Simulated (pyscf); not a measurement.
## Four-centre exchange: H₃C–N(CH₃)–SiH₃ + NH₃ -> H₃C–N(CH₃)–SiH₂–NH₂ + H₂

Gas phase, singlet surface, charge 0. Bonds broken: Si4–H11, N14–H15. Bonds formed: Si4–N14, H11–H15. Optimised with ωB97X-D3(BJ)/def2-SVP in PySCF.

Transition state (Å):

```xyz
17

C      0.0510     0.1532    -1.5061
N     -0.7180     0.1362    -0.2768
C     -1.8918    -0.7131    -0.3847
Si    -0.4568     1.1343     1.1199
H      0.3677    -0.8699    -1.7880
H      0.9490     0.7732    -1.3882
H     -0.5440     0.5564    -2.3487
H     -2.5753    -0.3666    -1.1845
H     -2.4540    -0.7245     0.5590
H     -1.6050    -1.7544    -0.6286
H      1.2781     1.4985     0.4237
H     -1.6663     0.7012     1.9199
H     -0.5608     2.6203     1.1866
N      0.8520     0.6359     2.4021
H      1.4709     1.1340     1.4622
H      1.0108    -0.3709     2.4614
H      0.7857     1.0318     3.3421
```

One imaginary mode, 1428i cm⁻¹; descent along it reached the two sides named.

```csv
bond,change,reactant side (Å),saddle,product side
Si4–H11,breaks,1.489,1.904,4.6
N14–H15,breaks,1.020,1.231,2.6
Si4–N14,forms,2.8,1.899,1.733
H11–H15,forms,3.0,1.117,0.762
```

Electronic energies relative to the separated reactants (kcal/mol):

```
level                   barrier  reaction energy  reverse barrier
----------------------  -------  ---------------  ---------------
ωB97X-D3(BJ)/def2-TZVP     35.7            -11.1             46.8
PBE/def2-TZVP              30.8             -9.2             40.0
r²SCAN/def2-TZVP           32.5            -11.3             43.7
B3LYP-D3(BJ)/def2-TZVP     35.8            -10.7             46.5
PBE0-D3(BJ)/def2-TZVP      32.0            -10.0             42.0
M06-2X/def2-TZVP           35.9            -13.3             49.2
ωB97M-D3(BJ)/def2-TZVP     35.3            -10.7             45.9
HF/def2-TZVP               56.7             -7.0             63.7
```

With ωB97M-D3(BJ)/def2-TZVP energies and thermal terms (ideal gas, 1 atm, RRHO with modes under 100 cm⁻¹ raised to 100, one conformer, R ln 2 for chiral ones without a mode under 150 cm⁻¹), in kcal/mol:

```
T (K)   ΔH‡   ΔG‡     ΔH     ΔG
-----  ----  ----  -----  -----
298    33.6  45.2  -13.7  -11.3
600    33.7  56.9  -12.3   -9.4
900    34.4  68.4  -11.2   -8.2
1200   35.3  79.5  -10.4   -7.3
```

At the saddle there is also a short H–Si contact that neither side keeps. One saddle was located; it need not be the lowest between these sides.
